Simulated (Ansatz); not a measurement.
This geometry of CH5Al + H2 (9 atoms, charge 0, multiplicity 1) is a first-order saddle point.

These are results of RKS r2SCAN/def2-SVP in Ansatz 0.2.0, not measurements.

```xyz
9
Properties=species:S:1:pos:R:3
Al -0.045 -0.289 0.085
C -0.027 -0.074 2.216
H -0.989 -0.160 2.742
H 0.774 -0.486 2.848
H 0.192 1.007 2.121
H 1.407 -0.049 -0.490
H -1.445 0.193 -0.466
H -0.183 -1.967 0.542
H -0.113 -1.319 1.388
```

Which two structures does it join? (They come from a converged band through this point; their orientation in space is the band's.)

Bonds broken: Al1–C2, H8–H9. Bonds formed: Al1–H8, C2–H9. CH5Al + H2 becomes AlH3 + CH4.

First end point:

```xyz
9
Properties=species:S:1:pos:R:3
Al -0.012 -0.046 0.356
C 0.025 0.275 2.292
H -0.913 -0.001 2.801
H 0.857 -0.235 2.805
H 0.169 1.356 2.476
H 1.348 -0.210 -0.457
H -1.374 0.100 -0.459
H -0.281 -2.241 0.207
H -0.247 -2.142 0.966
```

Last end point:

```xyz
9
Properties=species:S:1:pos:R:3
Al -0.080 -0.576 -0.257
C -0.021 -0.153 2.452
H -0.971 0.037 2.966
H 0.799 -0.274 3.170
H 0.213 0.705 1.804
H 1.353 0.077 -0.477
H -1.391 0.316 -0.374
H -0.214 -2.162 -0.208
H -0.116 -1.113 1.909
```

How far does it lie above each of them?

21.0 kcal/mol above the first and 27.8 kcal/mol above the second. This is the barrier of this one path; another mechanism may lie lower. The orbitals stay closed-shell, which can raise the energy where a bond breaks towards radicals; this wasn't checked here.

Time of the run: 2.5 min on 1 thread of Arm Neoverse V1, on a shared host, peak memory 0.12 GiB.
